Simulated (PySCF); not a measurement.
Compound: C3H5OS2 (charge -1).
Bonds: C1–S2, S2–C3, C3–C4, C4–O5 (double), C4–S6. Hydrogens: H7, H8, H9 on C1; H10, H11 on C3.

Theory: PBE0-D3(BJ)/def2-SVP geometry optimisation, gas phase (PySCF 2.14.0).

Question: Give the optimised bond lengths and angles.

Answer: 
```csv
bond,length (bohr),order
C1–S2,3.414,single
S2–C3,3.439,single
C3–C4,2.932,single
C4=O5,2.320,double
C4–S6,3.242,single
"C1–H7, C1–H8, C1–H9",2.080,single
"C3–H10, C3–H11",2.081,single
```

Bonds in one row agree within 0.02 bohr and their mean is given. Orders are formal, as drawn. A selection of angles:
```csv
angle,degrees
S2–C1–H7,107.8
S2–C1–H9,111.6
H7–C1–H8,110.4
C1–S2–C3,100.1
S2–C3–C4,117.6
S2–C3–H10,109.7
S2–C3–H11,105.9
C4–C3–H10,108.2
C4–C3–H11,108.6
H10–C3–H11,106.2
C3–C4–O5,119.1
C3–C4–S6,112.2
O5–C4–S6,128.7
```

Torsions: C1–S2–C3–C4 -63° (synclinal); S2–C3–C4–O5 12° (synperiplanar). The mirror-image conformer, all signs reversed, is as good.

C4 (carbon bonded to C, O and S) is planar (angles 128.7°, 119.1° and 112.2°, sum 360.0°, 0.02 Å off the plane of its three neighbours). The C–S distances run from 1.716 Å (C4–S6, drawn single in one of several resonance forms) to 1.820 Å (S2–C3, drawn single), a spread of 0.104 Å. Of the pairs four or more bonds apart, O5···H8 is among the closest relative to their van der Waals radii: 2.23 Å, 82 % of the sum of Bondi's values.

Point group: C1 (no symmetry element, even within 0.4 Å). Whether it is a minimum is left open (no frequencies). The geometry's basis has no diffuse functions, a weakness for an anion.
